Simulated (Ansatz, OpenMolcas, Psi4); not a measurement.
## A small benchmark: atomisation enthalpy at 298 K

8 molecules of light elements (H to F); the atomisation enthalpy at 298 K in kJ/mol, computed less measured. Shapes, held fixed at every level: PBE0-D4/def2-TZVP. Flexible molecules stand in one conformer, not always the lowest. Thermal terms are harmonic and unscaled (PBE0-D4/def2-TZVP); the spin-orbit lowering of the free atoms is taken from their spectra. Programs: Ansatz 0.2.0, OpenMolcas 26.06, Psi4 1.11. A level may come from different programs for different species; with the same settings they agree closely. Measured values: Active Thermochemical Tables, CRC Handbook of Chemistry and Physics.

Levels: A = HF/3-21G; B = HF/def2-SVP; C = SPW92/def2-TZVPP; D = PBE/def2-TZVP.

```json
{"molecule": "N2H3 (hydrazinyl radical)", "from tabulated heats": "1374", "A": "-811", "B": "-619", "C": "+297", "D": "+76"}
{"molecule": "C2H3F (SMILES C=CF)", "from tabulated heats": "2310", "A": "-764", "B": "-628", "C": "+376", "D": "+64"}
{"molecule": "C2H3N (acetonitrile)", "from tabulated heats": "2486", "A": "-912", "B": "-741", "C": "+373", "D": "+76"}
{"molecule": "C2H3O (acetyl radical)", "from tabulated heats": "2347", "A": "-879", "B": "-669", "C": "+396", "D": "+86"}
{"molecule": "C2H4 (ethylene)", "from tabulated heats": "2253", "A": "-645", "B": "-548", "C": "+285", "D": "+28"}
{"molecule": "CH3NO (formamide)", "from tabulated heats": "2286", "A": "-1028", "B": "-788", "C": "+424", "D": "+87"}
{"molecule": "CH4O (methanol)", "from tabulated heats": "2039", "A": "-737", "B": "-594", "C": "+301", "D": "+18"}
{"molecule": "C3H4 (allene)", "from tabulated heats": "2832", "A": "-869", "B": "-727", "C": "+422", "D": "+80"}
```

**Question.** Which level does best on this set, which worst, and which err to one side?

**Answer.** 
```csv
level,kind,mean error,mean absolute error,worst case
HF/3-21G,Hartree–Fock,-830.6,830.6,CH3NO
HF/def2-SVP,Hartree–Fock,-664.2,664.2,CH3NO
SPW92/def2-TZVPP,LDA,+359.2,359.2,CH3NO
PBE/def2-TZVP,GGA,+64.4,64.4,CH3NO
```

On this set PBE/def2-TZVP has the smallest mean absolute error and HF/3-21G the largest. HF/3-21G is too low in 8 of 8; HF/def2-SVP is too low in 8 of 8; SPW92/def2-TZVPP is too high in 8 of 8; PBE/def2-TZVP is too high in 8 of 8. Heats of the atoms come from ATcT where it has them. The levels differ in basis as well as in method. Hartree–Fock lacks correlation and underbinds. Open shells run unrestricted. The set is small.
